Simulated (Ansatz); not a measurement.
## Sc₃Al: computed properties

Computed with DFT PBEsol, scalar-relativistic, plane waves, PAW (Ansatz 0.2.0).

Cutoff 420 eV; k points 6×6×8 on the computed 8-atom cell (Γ-centred); Gaussian smearing, width 0.10 eV; no spin polarisation.

The structure is relaxed at this level of theory with its symmetry kept. Whether it is the stable form of this composition wasn't checked.

It takes space group P6_3/mmc (No. 194, hexagonal). Conventional cell: a = 6.237 Å, b = 6.237 Å, c = 4.978 Å, α = 90.00°, β = 90.00°, γ = 120.00°. Sc (site symmetry mm2) has 8 Sc at 3.02 to 3.22 Å and 4 Al at 3.04 to 3.12 Å as nearest neighbours. Al (site symmetry -6m2) is surrounded by 12 Sc at 3.04 to 3.12 Å.

| Property | Result |
| --- | --- |
| Volume per atom | 20.96 Å³ |
| Formation energy from the elements' standard states (uncorrected) | -0.275 eV/atom |
| Kohn–Sham band gap | none (metal) |
| Density of states at the Fermi level | 11.61 states/eV per cell |
| Löwdin character within 0.5 eV of the Fermi level | Sc 3d 85 %, unprojected 5 % |
| Bulk modulus | 68 GPa |
| Its pressure derivative | 3.5 |
| Bader charges (e) | Sc (6 in the cell) 0.70, Al (2 in the cell) -2.09 |

A ferromagnetic start lost its moments in a first run, so spin was left out; other magnetic orders weren't tried.